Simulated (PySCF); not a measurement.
PF: one state, many levels of theory

State: ³Σ⁻ (triplet), unpaired electrons π ↑↑. Set-up: PySCF, no relativity, basis sets P def2-TZVPPD, F def2-TZVPPD. De refers to P + F in their high-spin ground configurations, without counterpoise correction. The functionals are run spin-unrestricted. A positive dipole means P(−)F(+).

```csv
Level,Re (Å),ωe (cm⁻¹),De (eV),μ (D),"CPU s a point (SCF and correlation, without the integrals)"
UHF,1.570,911,2.83,-0.86,1.8
UHF-MP2,1.601,846,4.67,n/a,2.5
UHF-SCS-MP2,1.601,842,4.57,n/a,n/a
UHF-CCSD,1.594,862,4.30,n/a,n/a
UHF-CCSD(T),1.601,844,4.44,n/a,37
LDA,1.596,845,6.00,-0.64,0.83
PBE,1.619,804,5.08,-0.74,1.3
BLYP,1.629,781,5.03,-0.85,0.85
TPSS,1.614,815,4.90,-0.73,1.4
r²SCAN,1.600,841,4.82,-0.67,1.5
PBE0,1.595,855,4.72,-0.75,2.2
B97-3,1.598,849,4.80,-0.77,1.2
BHandHLYP,1.582,879,4.43,-0.86,1.3
ωB97X-V,1.597,860,4.91,-0.78,5.6
```

(1) Which functional lies closest to UHF-CCSD(T) in De, which farthest, and by how much do they differ from it?

(2) What does a quarter of exact exchange do here, going from PBE to PBE0?

(3) What does second-order correlation do here, going from UHF to UHF-MP2?

Correlated steps freeze 6 core orbitals. The state was picked by a PBE0 search and need not be the measured ground state.

The whole job (state search and all levels along the bond) took about 5.2 min on 2 threads of Intel Xeon Platinum 8488C (shared host), peak memory 3.3 GiB.

## Answers

(1) Closest is BHandHLYP (-1.9 pm in Re, +4.1 % in ωe, -0.01 eV in De against UHF-CCSD(T) in the same basis), farthest LDA (-0.5 pm in Re, +0.1 % in ωe, +1.56 eV in De). CCSD(T) converges more slowly with the basis than the functionals do and binds too weakly in this one, so the order can change at the basis-set limit.

(2) PBE0 less PBE: -2.4 pm in Re, +6.3 % in ωe, -0.36 eV in De. Exact exchange removes part of the self-interaction that spreads semilocal densities, and in most molecules shortens and stiffens the bond and lowers De; so it does here.

(3) UHF-MP2 less UHF: +3.1 pm in Re, -7.1 % in ωe, +1.84 eV in De. Correlation nearly always deepens the well. The bond lengthens, as in strong covalent bonds, where excitations into antibonding orbitals dominate.
